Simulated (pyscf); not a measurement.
Optimised with ωB97X-D3(BJ)/def2-SVP in PySCF. MP2 and CC: frozen core, UHF for open shells. ΔMP2 is the change of the MP2 total energy from the triple- to the quadruple-zeta basis.

Question: What are the homolytic bond dissociation enthalpies (298 K) of F–SiH₂–SiH₂–F at CCSD(T)/def2-TZVPP + ΔMP2(QZVPP), weakest first?

Answer: Si–Si to F–SiH₂• + F–SiH₂•: 3.33 eV; H–Si to F–SiH•–SiH₂–F + H•: 3.94 eV; F–Si to F• + F–SiH₂–SiH₂•: 6.25 eV. Ring and multiple bonds, and those that leave no two simple radicals, are not listed. F–SiH₂–SiH₂–F lies 0.34 eV over its isomer F–SiH(F)–SiH₃, and others may lie lower still (electronic energy, ωB97M-D3(BJ)). F–SiH•–SiH₂–F lies 0.42 eV over its isomer F–SiH(F)–SiH₂•, and others may lie lower still (electronic energy, ωB97M-D3(BJ)). Other isomers of F–SiH₂–SiH₂• were not searched in full and may lie lower. The CCSD(T) − MP2 part came from Ansatz, without density fitting, on the same reference. Left out: the spin-orbit lowering of F.
